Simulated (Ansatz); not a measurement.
Geometry optimisation, Ansatz, RKS PBE0-D4/def2-SVP.

Input file:

```yaml
crystal:
  periodic: [false, false, false]
  atoms:
    - { symbol: Si, position_ang: [-0.05616, -0.091471, -0.985125] }
    - { symbol: H, position_ang: [1.193109, 0.28087, 1.331464] }
    - { symbol: H, position_ang: [1.682042, -0.149888, 1.023735] }
    - { symbol: H, position_ang: [-0.600795, 1.094727, -0.15193] }
    - { symbol: F, position_ang: [-1.072695, -1.240238, -0.407545] }
basis:
  gaussian: { orbitals: def2-SVP }
hamiltonian:
  xc: pbe0
  dispersion: d4
relax:
  f_tol: 0.03
  max_steps: 50
```

Launched with:

```bash
$ ansatz run input.yaml --threads 1 --pin off --max-ram 2048MiB --backend cpu --events-out ev --progress --plain --runs-dir out
```

Where does it end, and by what steps?

The run converged. The force dipped under the threshold on the way, but the program's further checks kept it going. After 6 steps the energy has fallen by 0.103 eV; H3 moved furthest, 0.37 Å.

```csv
step,energy less start (eV),largest force component (eV/Å),accepted
0,0.0000,1.241,yes
1,-0.0715,0.213,yes
2,-0.0986,0.249,yes
3,-0.0984,0.257,no
4,-0.1029,0.052,yes
5,-0.1034,0.026,yes
6,-0.1035,0.008,yes
```

```xyz
5
Properties=species:S:1:pos:R:3
Si 0.144 -0.069 -0.794
H 0.908 0.259 1.131
H 1.430 -0.203 0.759
H -0.455 1.136 -0.034
F -0.882 -1.228 -0.251
```

Whether the end is a true minimum wasn't checked by a vibrational analysis.

Run time: 2.9 s on 1 thread of AMD EPYC 9R45 96-Core Processor (Zen 5), with other jobs on the host, peak memory 0.12 GiB.
